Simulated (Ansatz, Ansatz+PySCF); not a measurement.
```xyz
2

Na    0.0000    0.0000   -0.1452
H     0.0000    0.0000    1.5968
```

RHF-MP2 on singlet NaH was run in several spherical basis sets with Ansatz (development build ahead of 0.2.0). Frozen core: 1 orbital.

Question: Rank the basis sets by the total energy that they give, lowest first, with the distance from the lowest.
A. def2-SVP
B. cc-pVTZ
C. 6-31G(d)
D. def2-TZVP
E. cc-pVDZ

Answer: D (0.00 eV), B (3.89 eV), E (4.49 eV), C (4.98 eV), A (6.15 eV).

Totals follow the description of the cores as much as that of the bonds, so this order isn't one of quality for chemistry.
